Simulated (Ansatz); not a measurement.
## Ta4N3: computed properties

Level of theory: DFT r2SCAN, scalar-relativistic, plane waves, PAW in Ansatz 0.2.0.

Settings: cutoff 500 eV, Γ-centred mesh 12×12×12 on the computed 7-atom cell, Gaussian smearing of 0.10 eV; no spin polarisation.

The structure is relaxed at this level of theory with its symmetry kept. Whether it is the stable form of this composition wasn't checked.

```xyz
7
Lattice="-2.1901 2.1901 4.2899 2.1901 -2.1901 4.2899 2.1901 2.1901 -4.2899" Properties=species:S:1:pos:R:3 pbc="T T T"
Ta    2.1901    0.0000    0.0000
Ta    0.0000    0.0000    2.3009
Ta    0.0000    2.1901    0.0000
Ta    0.0000    0.0000    6.2790
N     0.0000    2.1901    2.1450
N     0.0000    0.0000    0.0000
N     2.1901    0.0000    2.1450
```

| Property | Result |
| --- | --- |
| Space group | I4/mmm (No. 139) |
| Volume per atom | 79.3 bohr³ |
| Formation energy from the elements' standard states (uncorrected) | -1.064 eV/atom |
| Generalised Kohn–Sham band gap | none (metal) |
| Density of states at the Fermi level | 1.90 states/eV per cell |
| Löwdin character within 0.5 eV of the Fermi level | Ta 5d 84 %, N 2p 11 % |
| Bulk modulus | 327 GPa |
| Its pressure derivative | 4.3 |
| Bader charges (e) | Ta (2 in the cell) 1.30, Ta (2 in the cell) 1.53, N (2 in the cell) -1.91, N (1 in the cell) -1.85 |

Spin-orbit coupling is left out, which matters for the bands of heavy elements.